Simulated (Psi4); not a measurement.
# PBE/cc-pVTZ run of SiO2 (silicon dioxide molecule)

What is the energy change on altering one bond length of SiO2 (silicon dioxide molecule) at PBE/cc-pVTZ? 

Program for the calculation: Psi4 1.11.

3 further runs of the same task are left out: 2 that didn't finish, 1 set aside as unsound or not needed.

### 1 Starting point

SiO2 has 3 atoms, charge 0, and is taken as a singlet. SMILES: `O=[Si]=O`. Geometry: relaxed at PBE0-D4/def2-TZVP.

Bond lengths: O1–Si2 1.506 Å, Si2–O3 1.506 Å. Angles: O1–Si2–O3 180.0°.

### 2 Energy and gradient at PBE/cc-pVTZ

Contents of o2si.py:

```python
import psi4

psi4.set_memory(2200000000)
psi4.set_num_threads(1)
psi4.core.set_output_file('run.log', False)

geom = psi4.geometry("""
0 1
O      0.697730     1.229600     0.518760
Si    -0.000010     0.000000     0.000000
O     -0.697730    -1.229610    -0.518760
symmetry c1
""")

psi4.set_options({
    'basis': 'cc-pVTZ',
    'reference': 'rks',
    'puream': True,
    'e_convergence': 1e-09,
    'd_convergence': 1e-08,
    'scf_type': 'pk',
    'dft_radial_points': 99,
    'dft_spherical_points': 590,
})

E, wfn = psi4.gradient("pbe", molecule=geom, return_wfn=True)
print('gradient / Eh bohr^-1')
print(E.np.round(6))
print(f'energy = {wfn.energy():.10f} Eh')
```

Launch:

```sh
python o2si.py
```

run.log (excerpt; [...] marks lines left out):

```text
[...]
  Running in c1 symmetry.
[...]
  Nuclear repulsion =   89.956438948079580
[...]
  Multiplicity = 1
[...]
  Nalpha       = 15
  Nbeta        = 15
[...]
    Number of basis functions: 94
[...]
   @RKS iter   1:  -439.19196459439735    2.42919e-02   1.27816e-02 ADIIS/DIIS
[...]
   @RKS iter  11:  -439.72300101225841   -1.04023e-11   2.68381e-09 DIIS
[...]
    Orbital Energies [Eh]
    ---------------------
    Doubly Occupied:
       1A    -65.497269     2A    -18.780386     3A    -18.780383
       4A     -5.130785     5A     -3.544278     6A     -3.544278
       7A     -3.535382     8A     -0.910656     9A     -0.887111
      10A     -0.420021    11A     -0.353117    12A     -0.342237
      13A     -0.342237    14A     -0.303715    15A     -0.303715
[...]
  @RKS Final Energy:  -439.72300101225841
   => Energetics <=
    Nuclear Repulsion Energy =             89.9564389480795796
    One-Electron Energy =                -787.1357132731050115
    Two-Electron Energy =                 295.2455168060868687
    DFT Exchange-Correlation Energy =     -37.7892434933198729
    Empirical Dispersion Energy =           0.0000000000000000
    VV10 Nonlocal Energy =                  0.0000000000000000
    Total Energy =                       -439.7230010122584076
[...]
 Multipole Moments:
 ------------------------------------------------------------------------------------
     Multipole            Electronic (a.u.)      Nuclear  (a.u.)        Total (a.u.)
 ------------------------------------------------------------------------------------
 L = 1.  Multiply by 2.5417464519 to convert [e a0] to [Debye]
 Dipole X            :         -0.0000202           -0.0000001           -0.0000203
 Dipole Y            :         -0.0000004           -0.0000000           -0.0000004
 Dipole Z            :         -0.0000011           -0.0000000           -0.0000011
 Magnitude           :                                                    0.0000203
[...]
  -Total Gradient:
     Atom            X                  Y                   Z
    ------   -----------------  -----------------  -----------------
       1        0.000000496618     0.000000008989    -0.030744181888
       2       -0.000000536694    -0.000000009715    -0.000001324252
       3        0.000000040732     0.000000000738     0.030745506265
[...]
```

Standard output:

```text
gradient / Eh bohr^-1
[[ 0.0000e+00  0.0000e+00 -3.0744e-02]
 [-1.0000e-06 -0.0000e+00 -1.0000e-06]
 [ 0.0000e+00  0.0000e+00  3.0746e-02]]
energy = -439.7230010123 Eh
```

Wall time 51 s (1 thread of Intel Xeon at 2.50GHz (Skylake/Cascade Lake), shared host); peak memory 0.94 GiB.

### 3 The distorted shape

Contents of input.dat:

```
memory 2.2 GB

molecule {
  0 1
  O      0.907039     1.598457     0.674378
  Si    -0.000010     0.000000     0.000000
  O     -0.697730    -1.229610    -0.518760
  symmetry c1
}

set {
  basis cc-pVTZ
  puream true
  e_convergence 1e-09
  d_convergence 1e-08
  scf_type pk
  dft_radial_points 99
  dft_spherical_points 590
}

gradient("pbe")
print_variables()
```

Launch:

```sh
psi4 -i input.dat -o output.dat -n 1
```

output.dat (excerpt; [...] marks lines left out):

```text
[...]
  Running in c1 symmetry.
[...]
  Nuclear repulsion =   79.408136821326877
[...]
  Multiplicity = 1
[...]
  Nalpha       = 15
  Nbeta        = 15
[...]
    Number of basis functions: 94
[...]
   @RKS iter   1:  -439.11825565515136   -1.85955e-01   1.22244e-02 ADIIS/DIIS
[...]
   @RKS iter  14:  -439.64081989756778   -2.33058e-12   4.50761e-09 DIIS
[...]
    Orbital Energies [Eh]
    ---------------------
    Doubly Occupied:
       1A    -65.548603     2A    -18.803285     3A    -18.797129
       4A     -5.169510     5A     -3.583670     6A     -3.583670
       7A     -3.574855     8A     -0.919174     9A     -0.820716
      10A     -0.441529    11A     -0.355212    12A     -0.346092
      13A     -0.346092    14A     -0.264218    15A     -0.264218
[...]
  @RKS Final Energy:  -439.64081989756778
   => Energetics <=
    Nuclear Repulsion Energy =             79.4081368213268775
    One-Electron Energy =                -765.7235932967705594
    Two-Electron Energy =                 284.2623135866576831
    DFT Exchange-Correlation Energy =     -37.5876770087818386
    Empirical Dispersion Energy =           0.0000000000000000
    VV10 Nonlocal Energy =                  0.0000000000000000
    Total Energy =                       -439.6408198975677806
[...]
 Multipole Moments:
 ------------------------------------------------------------------------------------
     Multipole            Electronic (a.u.)      Nuclear  (a.u.)        Total (a.u.)
 ------------------------------------------------------------------------------------
 L = 1.  Multiply by 2.5417464519 to convert [e a0] to [Debye]
 Dipole X            :         -0.0000161           -0.0000001           -0.0000162
 Dipole Y            :         -0.0000004           -0.0000000           -0.0000005
 Dipole Z            :         -0.3698642           -0.0016143           -0.3714785
 Magnitude           :                                                    0.3714785
[...]
  -Total Gradient:
     Atom            X                  Y                   Z
    ------   -----------------  -----------------  -----------------
       1        0.000000220821     0.000000006170     0.136429630845
       2       -0.000000063679    -0.000000001779    -0.166539771855
       3       -0.000000158053    -0.000000004416     0.030105612188
[...]
```

Run time: 54 s. Hardware: 1 thread of Intel Xeon at 2.50GHz (Skylake/Cascade Lake), shared host; peak memory 0.93 GiB.

### 4 Results

Level: PBE/cc-pVTZ.

| quantity | value |
| --- | --- |
| first shape: total energy | -439.72300 Eh |
| first shape: dipole moment | 0.00 D |
| first shape: HOMO energy | -8.26 eV |
| first shape: LUMO energy | -4.22 eV |
| first shape: HOMO–LUMO gap | 4.05 eV |
| first shape: largest force on an atom | 1.581 eV/Å |
| distorted shape: total energy | -439.64082 Eh |
| distorted shape: dipole moment | 0.94 D |
| distorted shape: HOMO energy | -7.19 eV |
| distorted shape: LUMO energy | -5.42 eV |
| distorted shape: HOMO–LUMO gap | 1.77 eV |
| distorted shape: largest force on an atom | 8.564 eV/Å |
| energy change with the O1–Si2 bond stretched from 1.506 to 1.958 Å | 2.236 eV |

**Reading.** With the O1–Si2 bond stretched from 1.506 to 1.958 Å the energy rises by 2.24 eV (216 kJ/mol). The first shape isn't relaxed at this level, so the change isn't measured from a minimum. The largest force (first shape) is 1.58 eV/Å: the shape isn't a stationary point for this species at this level.
